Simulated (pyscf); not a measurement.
This saddle point was located with ωB97X-D3(BJ)/def2-SVP in PySCF.

```xyz
9

C      0.3496    -0.7113    -0.0978
Ge    -0.0058     1.1569    -0.4776
H      1.1790    -0.7967     0.6191
H      0.6268    -1.2351    -1.0244
H     -0.5445    -1.1902     0.3303
H     -0.3191     1.9794     0.8418
H     -0.5502     2.6827     1.9977
H     -1.1178     1.3569    -1.5178
Cl     1.7999     2.0108    -1.3146
```
Charge 0, spin multiplicity 2.

Surface: doublet, charge 0. Lowest wavenumbers (cm⁻¹): 725i, 122, 133, 145, 164.

Task: Name the species on either side of this saddle.

Result: H₃C–GeH₂–Cl (SMILES [CH3][GeH2][Cl]) + H• (SMILES [H]) ⇌ H₃C–GeH•–Cl (SMILES [CH3][GeH][Cl]) + H₂ (SMILES [H][H]), a hydrogen abstraction read from left to right: Ge–H broken and H–H formed. At ωB97M-D3(BJ)/def2-TZVP it lies +3.0 kcal/mol from the left side and +23.7 kcal/mol from the right (each side as separated species at their lowest minima found). This is the saddle that the search found; another between the same sides may lie lower. The angle at the transferred H is 178°. Elements up to Kr have no core potential and no relativistic terms here.
